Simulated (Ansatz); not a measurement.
We consider antiferromagnetic (type II) rock-salt NiO, described by PBEsol (Ansatz, a quantum-chemistry and plane-wave program, plane waves, PAW).

Settings: plane-wave cutoff 930 eV, 14×14×14 k mesh, spin-polarised with opposed moments, scalar-relativistic PAW data made under PBE.

Computed at the level's own relaxed cell.

Elastic tensor (GPa, Voigt notation, ions relaxed):

```
  392.6   138.0   138.0    -1.5    -2.1    -2.1
  138.0   392.6   138.0    -2.1    -1.5    -2.1
  138.0   138.0   392.6    -2.1    -2.1    -1.5
   -1.5    -2.1    -2.1    53.5     0.0     0.0
   -2.1    -1.5    -2.1     0.0    53.5     0.0
   -2.1    -2.1    -1.5     0.0     0.0    53.5
```

Q: Work out the Voigt, Reuss and Hill averages of the bulk and shear moduli, Young's modulus and Poisson's ratio from the printed constants.

A: K_V = [C11 + C22 + C33 + 2(C12 + C13 + C23)]/9 = [1177.8 + 2 × 414.0]/9 = 222.9 GPa. G_V = [1177.8 − 414.0 + 3 × 160.5]/15 = 83.0 GPa. From the compliances S = C⁻¹, K_R = 222.7 and G_R = 69.6 GPa. Hill means: K = 222.8, G = 76.3 GPa. E = 9KG/(3K + G) = 205 GPa, ν = (3K − 2G)/(6K + 2G) = 0.35, K/G = 2.92.

Measured, for comparison: elastic constant C11 271 GPa (298 K, no zero-point or thermal correction, measurements of NiO scatter widely, our sources range from 224 to 345; as tabulated in Pitike et al. (2020), arXiv:2004.06613); elastic constant C12 125 GPa (298 K, no zero-point or thermal correction, measurements of NiO scatter widely, our sources range from 97.0 to 141; as tabulated in Pitike et al. (2020), arXiv:2004.06613); elastic constant C44 105 GPa (298 K, no zero-point or thermal correction, measurements of NiO scatter widely, our sources range from 40.0 to 110; as tabulated in Pitike et al. (2020), arXiv:2004.06613). Computed (rounded) less measured: elastic constant C11 not scored (sources differ), elastic constant C12 not scored (sources differ), elastic constant C44 not scored (sources differ).

Computed values are for the static lattice.
